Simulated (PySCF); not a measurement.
Molecule: SMILES O=C=N, CHNO.

Mapped SMILES: `[NH:1]=[C:2]=[O:3]` (H(Xn): hydrogen on atom n).

Spin–spin couplings on one PBE0-D3(BJ)/def2-SVP geometry, PySCF 2.14.0 with density-fitted response routines, gas phase, non-relativistic, equivalent pairs averaged; isotopes 15N, 1H, 13C, 17O; functional B3LYP.

Q: How do the couplings (Hz) change with the basis set? Times are CPU seconds on shared hosts with different chips, so compare them loosely. Far from the basis limit: 6-31G-J, pcJ-0, 6-31G*, def2-TZVP, cc-pVTZ.

A: 
| basis set | functions | 1J(N1,H(N1)) | 1J(C2,O3) | 1J(N1,C2) | 2J(C2,H(N1)) | 2J(N1,O3) | 3J(O3,H(N1)) | core-s |
| --- | --- | --- | --- | --- | --- | --- | --- | --- |
| 6-31G-J | 40 | -111.6 | 38.9 | -34.8 | 23.3 | 2.5 | -3.4 | 1.1 |
| pcJ-0 | 42 | -96.8 | 59.5 | -22.1 | 16.8 | 4.1 | -2.6 | 1.1 |
| 6-31G* | 44 | -97.0 | -3.8 | -36.8 | 16.6 | 4.2 | -3.5 | 1.2 |
| pcJ-1 | 91 | -106.4 | 15.2 | -41.5 | 21.2 | 3.1 | -3.6 | 3.8 |
| def2-TZVP | 99 | -99.0 | 21.0 | -38.9 | 18.8 | 1.3 | -2.8 | 2.5 |
| cc-pVTZ | 104 | -89.6 | -3.4 | -61.1 | 18.3 | -0.2 | -2.3 | 2.6 |
| aug-cc-pVTZ-J | 158 | -108.5 | 18.0 | -38.8 | 20.8 | 2.0 | -3.6 | 4.5 |
| pcJ-2 | 177 | -107.3 | 18.0 | -38.3 | 20.8 | 2.5 | -3.6 | 5 |

The Fermi-contact term samples the wavefunction at the nucleus, which is why sets with added tight s functions (names with J) are made for couplings.
